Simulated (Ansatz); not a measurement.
2H WS2, treated with PBE-D4 (PAW; Ansatz, a quantum-chemistry and plane-wave program).

Settings: plane-wave cutoff 500 eV, 18×18×4 k mesh (along the axes of the cell as run), gaussian smearing 0.02 eV, no spin polarisation, scalar-relativistic PAW data made under PBE.

Computed at the level's own relaxed cell.

**Question.** What does this level give for the equilibrium volume per atom, lattice parameter a, c axis length and band gap?

**Answer.** 
- equilibrium volume per atom = 17.52 Å³/atom
- lattice parameter a = 3.156 Å
- c axis length = 12.190 Å
- band gap = 0.91 eV (on the SCF k mesh)

Measured, for comparison: band gap 1.35 eV (room temperature, not corrected to a static lattice, bulk 2H; as tabulated in Bastos et al. (2019), arXiv:1903.08112); lattice constant a 3.153 Å, lattice parameter c 12.323 Å (300 K, not corrected to a static lattice; as tabulated in arXiv:1605.07067). Computed (rounded) less measured: lattice constant a +0.1 %, lattice parameter c -1.1 %. A static lattice is as a rule a little smaller and stiffer than an uncorrected measurement, which narrows the difference in the lattice parameter c and would widen misses of the other sign.

Spin–orbit coupling is not included.

Static lattice: no zero-point or thermal effects.
